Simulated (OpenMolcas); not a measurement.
# How basis sets differ on CH4ClSi (SMILES [SiH3][CH]Cl)

CH4ClSi has 7 atoms, charge 0, and is taken as a doublet. SMILES: `[SiH3][CH]Cl`. The shape is that of a GFN2-xTB optimisation.

```xyz
7

Si   -0.6822    0.3413   -0.2843
C     0.9617   -0.3004    0.2969
Cl    1.1027   -1.7783    1.1070
H    -1.3022   -0.6155   -1.2058
H    -0.3980    1.6108   -0.9492
H    -1.5880    0.5334    0.8535
H     1.9060    0.2088    0.1819
```

Quantity: the dipole moment, in D. The values are calculated.

```
                     level          kind     program  value (D)  CPU time
                UHF/STO-3G  Hartree–Fock  OpenMolcas       2.17     2.5 s
                 UHF/3-21G  Hartree–Fock  OpenMolcas       1.75     2.9 s
              UHF/def2-SVP  Hartree–Fock  OpenMolcas       1.23     5.2 s
UHF/pcseg-2 (RICD fitting)  Hartree–Fock  OpenMolcas       1.33      25 s
```

The values span 1.23 to 2.17 D. Sets without polarisation functions give poor dipoles. CPU times are rough (shared hosts, several kinds of processor): they show what a rung costs within a factor of a few.
